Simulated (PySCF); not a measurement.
Potential energy curve for Li₂, singlet. Each curve is given relative to its own lowest point near equilibrium.

| R / Å | A | B | C | D |
|---|---|---|---|---|
| 2.08 | 18.7 | 20.0 | 25.8 | 15.3 |
| 2.20 | 11.8 | 12.5 | 17.5 | 9.3 |
| 2.33 | 6.5 | 6.7 | 10.9 | 4.8 |
| 2.46 | 3.0 | 3.0 | 6.2 | 1.9 |
| 2.60 | 0.8 | 0.8 | 2.9 | 0.3 |
| 2.65 | 0.4 | 0.3 | 2.1 | 0.1 |
| 2.74 | 0.0 | 0.0 | 1.0 | 0.0 |
| 2.83 | 0.1 | 0.1 | 0.3 | 0.3 |
| 2.88 | 0.3 | 0.3 | 0.1 | 0.7 |
| 3.02 | 1.4 | 1.5 | 0.0 | 2.1 |
| 3.21 | 3.9 | 3.9 | 0.7 | 4.8 |
| 3.41 | 7.3 | 6.9 | 2.1 | 8.3 |
| 3.74 | 13.9 | 12.1 | 5.1 | 14.5 |
| 4.07 | 20.8 | 17.0 | 8.0 | 20.3 |
| 4.49 | 29.0 | 22.4 | 10.9 | 26.3 |
| 4.91 | 36.1 | 26.5 | 12.8 | 30.3 |
| 5.53 | 44.1 | 30.6 | 14.3 | 33.6 |
| 6.10 | 48.9 | 32.8 | 15.0 | 35.0 |
| 6.69 | 51.5 | 34.1 | 15.2 | 35.6 |
| 7.37 | 52.0 | 34.9 | 15.3 | 35.9 |
| 8.27 | 49.4 | 35.4 | 15.3 | 36.0 |

Energies in mEh.

Task: Which curve belongs to which method? The methods are PySCF with CASSCF(2,2)/cc-pVDZ; PySCF with MP2 on RHF/cc-pVDZ; CCSD(T) on UHF/cc-pVDZ (PySCF); unrestricted TPSSh/cc-pVDZ in PySCF 2.14.0.

Result: A is RMP2; B is UKS-TPSSh; C is CASSCF(2,2); D is UCCSD(T).

The unrestricted determinant behind UKS-TPSSh is spin-contaminated at 2.08, 3.21 to 8.27 Å (<S²> up to 0.9, against 0.00 for a pure singlet). The unrestricted determinant behind UCCSD(T) is spin-contaminated at 2.08 to 8.27 Å (<S²> up to 1.0, against 0.00 for a pure singlet). The restricted form behind RMP2 keeps the bonding electrons paired and can't separate into open-shell fragments. The T1 diagnostic of CCSD on the restricted reference of RMP2 exceeds 0.045 at 4.91 to 8.27 Å.
